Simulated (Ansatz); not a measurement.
The input, for Ansatz 0.2.0:

```yaml
crystal:
  periodic: [false, false, false]
  atoms:
    - {symbol: B, position_ang: [0.000000, 0.000000, 0.000000]}
    - {symbol: S, position_ang: [0.000000, 0.000000, 4.616000]}
basis:
  gaussian: {orbitals: "6-31++G**"}
total_charge: 1
magnetization: {spin_polarized: false, initial_magnetization: 2}
correlation: {method: sc_nevpt2, electrons: valence, active_space: {window: {electrons: 6, orbitals: 4}, states: [{multiplicity: 3, weights: [1, 1, 1]}]}}
```

```sh
$ ansatz run in.yaml --threads 1 --pin off --events-out ev --progress --plain --max-ram 2393MiB
```

Output:

```
615 factors; integrals over basis functions are off by at most 1.5e-7 eV
mean field evaluation 1: about -11474.9716 eV, gradient 9.9e0 eV
mean field evaluation 2: about -11474.9746 eV, gradient 9.8e0 eV
mean field evaluation 4: about -11475.3584 eV, gradient 6.8e-1 eV
mean field evaluation 8: about -11475.3678 eV, gradient 1.1e-1 eV
mean field evaluation 16: about -11475.2136 eV, gradient 7.5e-2 eV
mean field evaluation 32: about -11475.3679 eV, gradient 7.7e-2 eV
mean field evaluation 64: about -11475.3677 eV, gradient 1.4e-1 eV
mean field -11475.36812965 eV, -421.7120004806 hartree, gradient 3.7e-6 eV, S^2 2.000000; 9 other end points of the search recorded, 0 dependent functions left out
reference -11475.36812965 eV, -421.7120004806 hartree; 11, 9 occupied and 31, 33 virtual orbitals, 615 factors
state -11475.34067801 eV, -421.7109916516 hartree
state -11475.18906838 eV, -421.7054201004 hartree
state -11475.18906838 eV, -421.7054201004 hartree
state -11475.34067801 eV, -421.7109916516 hartree; corrected -11478.25196752 eV, -421.8179795679 hartree
state -11475.18906838 eV, -421.7054201004 hartree; corrected -11478.09761165 eV, -421.8123070942 hartree
state -11475.18906838 eV, -421.7054201004 hartree; corrected -11478.09761165 eV, -421.8123070942 hartree
WARN: 1 active orbitals are nearly empty or full. The corrections depend on them more than the energy does, and are more stable in an active space without them
Total energy: -11478.14906361 eV, -421.8141979188 hartree
```

The total printed last is the weighted mean of the 3 states, 0.103 eV above the lowest of them, and is no single state's energy. Before any correction even the lowest state lies above the reference determinant, by 0.03 eV, so the averaged orbitals or the space serve it badly.

Ran on 1 thread of Arm Neoverse V1, shared host: 1 s wall, 0.17 GiB peak host memory.
